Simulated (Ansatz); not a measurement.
# CH₄Si (triplet): wave-function methods side by side at distance C1–H5 along a hydrogen transfer = 1.090 Å, cc-pVDZ

One table from this session's results is given with a row withheld; the runs are named, their logs left out.

The runs use Ansatz 0.2.0, Gaussian basis; cc-pVDZ, core rule «outside noble gas», up to 6 orbitals frozen.

To be run: UHF; CCSD(T) on ROHF; CCSD(T) on UHF; BCCD(T) on ROHF; CISD; CCSDT(Q) on ROHF; CCSDT(Q) on UHF; CASSCF and MRCISD+Q, 4 electrons in 4 orbitals; CASSCF and NEVPT2, 4 electrons in 4 orbitals.

7 further runs of the same task are left out: 1 for a mislabelled method, 4 that didn't finish, 2 set aside as unsound or not needed.

## The system

The geometry derives from fragments relaxed apart (PBE0/def2-TZVP) and kept rigid, so it is no stationary point. A hydrogen atom is moved between rigid fragments.

6 atoms, charge 0, spin multiplicity 3.

Atoms are counted from 1 here; the program's logs count them from 0.

Bond lengths: C1–H2 1.090 Å, C1–H3 1.090 Å, C1–H4 1.090 Å, C1–H5 1.090 Å. Angles: H2–C1–H3 109.5°, H2–C1–H4 109.5°, H2–C1–H5 109.5°, H3–C1–H4 109.5°, H3–C1–H5 109.5°, H4–C1–H5 109.5°.

The first run:

in.yaml reads:

```yaml
crystal:
  periodic: [false, false, false]
  atoms:
    - {symbol: C, position_ang: [-1.849541, 0.000000, 0.000000]}
    - {symbol: H, position_ang: [-2.212747, 1.027301, 0.000000]}
    - {symbol: H, position_ang: [-2.212747, -0.513650, 0.889668]}
    - {symbol: H, position_ang: [-2.212747, -0.513650, -0.889669]}
    - {symbol: H, position_ang: [-0.759924, 0.000000, 0.000000]}
    - {symbol: Si, position_ang: [1.056459, 0.000000, 0.000000]}
basis:
  gaussian: {orbitals: cc-pVDZ}
magnetization: {spin_polarized: true, initial_magnetization: 2}
hamiltonian: {xc: hf}
output: {orbitals: {seedname: orbitals}}
```

The run is started by

```console
> ansatz run in.yaml --threads 1 --pin off --events-out ev --progress --plain --max-ram 2393MiB
```

Steps of the session up to this table: UHF; CCSD(T) on ROHF; CCSD(T) on UHF; BCCD(T) on ROHF; CISD; CCSDT(Q) on ROHF; CCSDT(Q) on UHF; CASSCF and MRCISD+Q, 4 electrons in 4 orbitals; CASSCF and NEVPT2, 4 electrons in 4 orbitals.

One table of the session follows, with a row left open; its other results are not shown here.

```
       method  from UCCSDT(Q) (kcal/mol)
         ROHF                    +166.94
          UHF                    +164.17
         RMP2                          ?
         UMP2                     +30.02
         CISD                     +18.18
        RCCSD                      +4.55
        UCCSD                      +4.48
     RCCSD(T)                      +0.73
     UCCSD(T)                      +0.72
      BCCD(T)                      +0.72
       RCCSDT                      +0.17
       UCCSDT                      +0.17
    RCCSDT(Q)                      +0.01
    UCCSDT(Q)                          0
  CASSCF pair                    +157.15
  MRCISD pair                     +16.53
MRCISD+Q pair                      +1.05
```

Q: Estimate the row for RMP2 from the others.

The run gave: from UCCSDT(Q) (kcal/mol): +29.92. In the column «from UCCSDT(Q) (kcal/mol)» it lies between CISD (+18.18) and UMP2 (+30.02).

Among the levels timed on like hardware and quicker than the yardstick, those that no quicker one beats, quickest first: MRCISD+Q pair (2.2 s, +1.05 kcal/mol); BCCD(T) (3.4 s, +0.72 kcal/mol); UCCSD(T) (6.5 s, +0.72 kcal/mol).

Not comparable, so not listed: CASSCF and NEVPT2, 4 electrons in 4 orbitals (they don't share determinant, frozen orbitals or solution with the rows shown, or repeat one).

To keep in mind: Restricted and unrestricted rows rest on different reference determinants; where their highest levels disagree by more than a few hundredths of an eV, they describe different states and don't form one ladder. Warnings in the runs' records: passed over end.
